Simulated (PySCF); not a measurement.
# F: ionisation energy

F [He] 2s2 2p5 (2P) → F+ [He] 2s2 2p4 (3P), as a difference of total energies. Calculation: PySCF 2.14, in x2c-TZVPall (5s3p2d1f, 31 functions); the spin-free X2C one-electron Hamiltonian (Gaussian nucleus). Correlated levels: valence: 1s2 frozen. The calculations carry no spin-orbit coupling.

```csv
method,ionisation energy (eV)
UHF,15.641
MN15,17.565
M06-2X,17.464
MP2 (valence),17.195
SCS-MP2 (valence),17.180
CCSD (valence),17.093
CCSD(T) (valence),17.135
```

Errors of the correlated levels include the incompleteness of this basis and the frozen core.

Which method comes closest to the reference value, and which is furthest?

The reference is 17.427 eV (measured; NIST levels, between the centres of gravity of the two terms). Closest: M06-2X (error 0.037 eV); furthest: UHF (error -1.786 eV).
